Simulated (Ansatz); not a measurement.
**Which is lower?**

Two relaxed structures of CH$_{3}$SSi (charge -1), singlet (PBE0-D4/def2-TZVPD; forces vanish, vibrations not checked).

A:

```
6
angstrom
Si -0.5154 0.2607 -0.7176
C 0.6753 -0.0923 0.5374
S 0.9117 -1.5957 1.4441
H -1.3560 -1.0332 -0.6072
H 0.7957 -1.1749 2.7273
H 1.4827 0.6208 0.7166
```

B:

```
atom    x (Å)    y (Å)    z (Å)
 Si1  -0.3066  -0.0346  -1.0030
  C2   0.5891  -0.0785   0.5810
  S3   0.7950  -1.2823   1.7192
  H4  -1.5934  -0.8079  -0.8559
  H5  -0.7341   1.4117  -1.1443
  H6   1.2501   0.7916   0.7030
```

Ansatz 0.2.0; basis: def2-TZVPPD; cores frozen in the correlated methods. B3LYP uses VWN-RPA correlation.

(1) Which structure is lower at CCSD(T), and by how much? (Judge from chemistry; the value comes from the calculation.)

T1 diagnostic: at most 0.026. The restricted Hartree–Fock reference is unstable towards an unrestricted one at one or more of these structures.

Results:

(1) Computed: B, by 47.6 kJ/mol (electronic energy, against the other). By their contacts, A is CH₃SSi ([SiH][CH][SH]), total charge -1 and B is CH₃SSi ([SiH2][CH][S]), total charge -1.

All methods give the same order:

```tsv
method	E(B) − E(A) (kJ/mol)
PBE-D4	-62.6
r2SCAN-D4	-67.2
PBE0-D4	-54.5
B3LYP-D4	-61.8
wB97M-V	-42.8
HF	-48.1
MP2	-43.1
CCSD	-42.7
CCSD(T)	-47.6
```

Labels in which every atom is bracketed show which atoms are joined, not bond orders.

For scale, one of the runs: CCSD(T)/def2-TZVPPD, 187 basis functions, launched by `ansatz run in.yaml --threads 2 --pin off --events-out ev --progress --plain --max-ram 4352MiB`. The run took 33 s on 2 CPU threads of an Arm Neoverse V2 (shared host), with 1.8 GiB of host memory at its peak.
